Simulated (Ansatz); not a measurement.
## Basis-set limit of CH2N⁺, triplet

```xyz
4

N     0.0000    0.0000    0.5108
C     0.0000    0.0000   -0.7748
H     0.0000    0.8569    1.0670
H     0.0000   -0.8569    1.0670
```

Connectivity, by distances: NH2–C.

Ansatz 0.2.0, UHF determinant, valence electrons correlated. Energies in eV.

```csv
set,X,functions,Hartree–Fock,MP2 correlation,CCSD(T) correlation,time
def2-TZVPP,3,90,-2532.8610,-7.1974,-8.2953,"4 s on 1 × NVIDIA H100 80GB HBM3 with 1 thread of AMD EPYC 7R13 Processor (Zen 3), on a shared host"
def2-QZVPP,4,174,-2532.9650,-7.7179,-8.7771,"7.5 s on 1 × NVIDIA H100 80GB HBM3 with 1 thread of AMD EPYC 7R13 Processor (Zen 3), with other jobs on the host"
```

Hartree–Fock is taken to follow E(X) = E∞ + A·exp(−7.88·√X), correlation E(X) = E∞ + B·X^−2.97.

Cautions: another spin lies lower; ⟨S²⟩ of the determinant is 2.25 against 2.00, spin contaminated.

Q: Work out the CCSD(T) energy at the limit, and how far the shortcut misses it that extrapolates MP2 and adds CCSD(T) minus MP2 from the smaller set.

A: Hartree–Fock: E∞ = E4 + 0.1377·(E4 − E3) = -2532.9793. Correlation: E∞ = E4 + 0.7407·(E4 − E3) = -9.1340 for CCSD(T) and -8.1035 for MP2. The limit is -2542.1133 eV, 0.371 eV below def2-QZVPP. The shortcut gives a correlation energy of -8.1035 + (-1.0979) = -9.2013, 67 meV lower than the direct value.
